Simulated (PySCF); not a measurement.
Species: C4H7O2 (doublet state).
Geometry (GFN2-xTB, Å), atoms numbered from 1 in this order:
```
atom  x, y, z in Å
C1    -2.0361   -0.0445   -0.4704
C2    -1.3382    0.1317    0.8097
C3     0.0711   -0.3714    0.4858
O4     0.4344   -1.5124    0.5883
O5     0.8214    0.6217   -0.0023
C6     2.1200    0.2611   -0.4564
H7    -1.9204    0.6889   -1.2451
H8    -2.4551   -0.9986   -0.7245
H9    -1.7576   -0.4894    1.5998
H10   -1.2768    1.1771    1.1099
H11    2.6781   -0.2304    0.3428
H12    2.0474   -0.4207   -1.3062
H13    2.6073    1.1873   -0.7493
```

The hyperfine couplings belong to this conformer and change with its torsions.

As a line formula: `[CH2]CC(=O)OC` [radical].

Method used: UKS B3LYP, pcH-1 on C H O, non-relativistic, mean-field spin-orbit, GIAO (PySCF). Isolated species at its GFN2-xTB geometry (one conformer only). Couplings are sensitive to structure, and on GFN2-xTB geometries they can be far from those on DFT ones. The SCF solution wasn't tested for stability.

Question: Match the computed a_iso(1H) values -60.8, +38.5, +0.6 MHz (means over equivalent nuclei) with the sites H7/H8; H9/H10; H11/H12/H13.

Answer: 
```
       site  a_iso (MHz)  ρ(0) (bohr⁻³)            position  distance from C1 (Å)  bound to  spin population there  largest |T| (MHz)
      H7/H8        -60.8        -0.0136   α, 1 bond from C1                  1.07        C1                  +1.05               38.8
     H9/H10        +38.5        +0.0086  β, 2 bonds from C1                  2.14        C2                  -0.08                8.9
H11/H12/H13         +0.6        +0.0001     5 bonds from C1                  4.59        C6                   0.00                1.9
```

ρ(0) is the spin density at the nucleus and T the dipolar tensor; entries for several nuclei are means. The largest Mulliken spin populations are on C1 (+1.05) and C2 (-0.08). No atom but C1 exceeds +0.15. The angles at C1 add up to 358.3°, so it is nearly planar; its axial dipolar tensor and the negative couplings of its protons fit spin in a p orbital normal to that plane.

β density exceeds α density at some nuclei, such as C2 (-0.0266) and H7/H8 (-0.0136), spin density in bohr⁻³. In a single determinant that takes different orbitals for the two spins, that is spin polarisation.

Nuclei that the bonding pattern makes equivalent are averaged, as if the motion that swaps them (rotation, inversion, ring flip) were fast. The 1H value of +38.5 MHz is a mean of couplings from 31.5 to 45.5 MHz in this one geometry, not an average over conformers.
